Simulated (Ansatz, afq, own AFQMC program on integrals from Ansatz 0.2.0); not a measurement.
# CH$_{6}$BN, singlet, reference energies and how methods fare

```xyz
9

B    -0.8022    0.7392   -0.8884
N     0.1227    0.4895    0.1155
C     0.5619   -0.7941    0.6036
H    -1.3293   -0.1955   -1.4500
H    -1.0562    1.8871   -1.1747
H     0.5598    1.2778    0.5810
H     0.0443   -1.5899    0.0511
H     1.6478   -0.9362    0.4683
H     0.3397   -0.9242    1.6766
```

Geometry: a PBE0/def2-SVP stationary point, not shown to be a minimum. Basis def2-TZVP. Only valence electrons are correlated. AFQMC by an in-house program on the Cholesky factors that Ansatz 0.2.0 writes for its CCSD(T) run. ph-AFQMC/CISD is guided by a CISD state made of CCSD amplitudes; releasing the constraint for a short imaginary time cuts its bias at the price of noise, slowly where states lie close. ± is one standard error of the sampling.

Best estimates are CCSD(T) at the basis-set limit (def2-TZVPP/QZVPP) plus the step from CCSD(T) to the highest rung at hand in def2-TZVP, named in the table (released AFQMC can keep some 10 meV of bias). Fragments are relaxed and keep their bonds. No zero-point, core-correlation or spin–orbit terms. Other levels are in def2-TZVP; a dash marks a level that is missing or breaks spin symmetry for a member.

Cautions: CH₆BN (singlet): the released value is read at 1.50 1/Eh with a noise of 11 meV, more than in the cases checked (meV from the phaseless value at times in 1/Eh: 1 ± 4 at 0.24, -11 ± 6 at 0.51, -10 ± 8 at 0.99, -10 ± 11 at 1.50).

```
                                    process  best estimate (kcal/mol)    highest rung
B1–N2 → BH2 (doublet; BH2) + CH4N (doublet)               144.1 ± 0.2  released AFQMC
                              to free atoms               786.7 ± 0.2  released AFQMC
```

Errors against the best estimates in kcal/mol, the processes numbered in the order above:

```
        level    error, 1     error, 2
          MP2         3.5        -23.1
      CCSD(T)        -2.4        -27.5
ph-AFQMC/CISD  -2.4 ± 0.2  -27.2 ± 0.2
  CCSD(T)/CBS         0.0         -0.2
          PBE        -2.0         13.0
       r2SCAN        -7.3          1.1
         PBE0        -3.6          2.1
        B3LYP        -5.8          3.8
      wB97M-V         1.4          5.1
       B2PLYP        -2.8         -5.2
```

Cost at the first geometry (cards were shared with other jobs): PBE0/def2-TZVP, 2.8 s on 1 thread of AMD EPYC 7R13 Processor (Zen 3), with other jobs on the host; RCCSD(T)/def2-TZVP, 2.3 s on 1 × NVIDIA H100 80GB HBM3 with 1 thread of AMD EPYC 7R13 Processor (Zen 3) (shared host); CCSD(T)/def2-QZVPP, 4.9 s on 1 × NVIDIA H100 80GB HBM3 with 1 thread of AMD EPYC 7R13 Processor (Zen 3), with other jobs on the host; ph-AFQMC/CISD with release, 4.4 min on 1 × NVIDIA H100 80GB HBM3 with 2 threads of AMD EPYC 7R13 Processor (Zen 3) (shared host).

Best estimates are given only where the step beyond CCSD(T) is under 0.3 eV and no member's determinant is very poor (T1 over 0.05, or 0.07 for open shells, ⟨S²⟩ too high by 0.3, two states mixed), so the hardest cases are missing from such tables.

The functionals ran in a triple-zeta set and keep a basis error of their own, a few kJ/mol for each bond in atomization energies and more for double hybrids, so close places among them and the extrapolated levels can swap.

Each member of a difference takes its own highest rung, so a best estimate needn't equal the limit plus the step of one row. A walk keeps the symmetry of its determinant, which the program's search chose and which needn't be the lowest solution, so a lower state of the same spin and another symmetry isn't excluded. Released energies are given only where the last usable release times agree within the noise; a slower fall can still hide under it.
